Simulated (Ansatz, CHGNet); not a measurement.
Elastic constant C11 (GPa) of 23 elemental solids other than molecular ones, computed with the machine-learned potential CHGNet 0.3.0 (trained on PBE and PBE+U data) and with r²SCAN in Ansatz (plane waves, PAW). The set holds measured phases with no doubt noted on the run or the magnetic state but for the caveats below. 5 more of the class have both values but aren't in it, for one of these reasons: built or high-temperature cells, doubts on the run or the magnetic state, unlike cells, values of zero, layered or molecular crystals. Solids without a value at one level (not run, failed, or a magnetic order lost), or held back for tests, aren't counted.

All rows, in order of the shift (worked out from unrounded values):

| solid | CHGNet 0.3.0 | r²SCAN | shift (%) |
|---|---|---|---|
| bcc Rb | 13.5 | 3.06 | -77 |
| bcc K | 9.39 | 3.88 | -59 |
| bcc Ba | 21.8 | 12.9 | -41 |
| fcc Sr | 17.3 | 14.7 | -14.8 |
| bcc Li | 15.2 | 14.7 | -3.0 |
| fcc Cu | 204 | 202 | -0.9 |
| fcc Pd | 171 | 213 | +24 |
| fcc Pt | 263 | 329 | +25 |
| hcp Mg | 52.2 | 72.2 | +38 |
| fcc Ca | 16.3 | 22.9 | +41 |
| diamond-structure Si | 118 | 168 | +43 |
| fcc Ir | 424 | 633 | +50 |
| hcp Y | 50.9 | 76.9 | +51 |
| hcp Tl | 21.9 | 33.4 | +53 |
| hcp Zr | 93.3 | 153 | +64 |
| fcc Ag | 74.8 | 124 | +66 |
| fcc Au | 103 | 172 | +67 |
| fcc Rh | 265 | 447 | +69 |
| hcp Os | 444 | 784 | +76 |
| fcc Pb | 27.7 | 50.5 | +82 |
| diamond | 563 | 1112 | +98 |
| fcc Al | 60.5 | 132 | +118 |
| hcp Zn | 95.7 | 222 | +132 |

The shift from CHGNet 0.3.0 to r²SCAN has a median of +50 %, and eight in ten lie between -35 % and +95 %; r²SCAN is the larger in 17 of 23. Each level is at its own cell, so the shift holds the change of volume too.

Ansatz's runs of these crystals have no spin polarisation. Meta-GGA and hybrid levels favour moments, which can bear on fcc Pd, fcc Pt, hcp Y, fcc Rh.

Spin–orbit coupling is left out, also for the solids with elements from indium on (fcc Pt, hcp Os, bcc Ba, hcp Tl, fcc Ir, fcc Pb, fcc Au); its size isn't shown.

Each level is taken at its own relaxed cell. Ansatz's density-functional and Hartree–Fock values are scalar-relativistic unless marked +SOC, with PAW data made under PBE.

Ansatz is a quantum-chemistry and plane-wave program.
